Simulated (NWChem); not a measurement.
## Correlation energy of tetrafluoroethylene (C2F4)

```xyz
6

F      1.0955     0.0000     1.3807
C      0.0000     0.0000     0.6647
F     -1.0955     0.0000     1.3807
C      0.0000     0.0000    -0.6647
F     -1.0955     0.0000    -1.3807
F      1.0955     0.0000    -1.3807
```
Charge 0, spin multiplicity 1.

All runs are NWChem calculations. The geometry was optimised at PBE0/def2-SVP, a minimum by its harmonic frequencies.

Basis set: cc-pVDZ. Each correlation energy counts from its own Hartree-Fock reference.

The correlated methods keep 6 core orbitals frozen. Coupled-cluster values serve here as a point of comparison, not as the truth.

### Question
For the correlation energy, SCS-MP2 gives -950.7 mHa and CCSD+T(CCSD) gives -1031.5 mHa. What do CCSD(T), CCSD, RI-MP2 give?

### Answer
CCSD(T): -1029.1 mHa; CCSD: -1005.5 mHa; RI-MP2: -988.8 mHa.
